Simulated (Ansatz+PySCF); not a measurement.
Results of a calculation; reference values are marked as such.
## PySCF 2.14.0 run

```python
from pyscf import gto, scf, mp

mol = gto.M(atom="""
P -0.006650 0.006060 -0.949870
P -0.006830 -0.003000 0.938840
""", basis='def2-svp', charge=0, spin=0)
mf = scf.UHF(mol)
mf.kernel()
pt = mp.MP2(mf, frozen=10).run()
print(mf.e_tot, pt.e_corr, pt.e_tot)
```

The script is written out from the run's settings.

The run gave:

| Quantity | Value |
| --- | --- |
| Converged | yes |
| Reference energy | -681.24557 hartree |
| Correlation energy | -0.22384 hartree |
| Total energy | -681.46941 hartree |

The reference isn't the lowest determinant (another lies 0.22 eV lower), but the same method gives a higher total on the lower determinant.
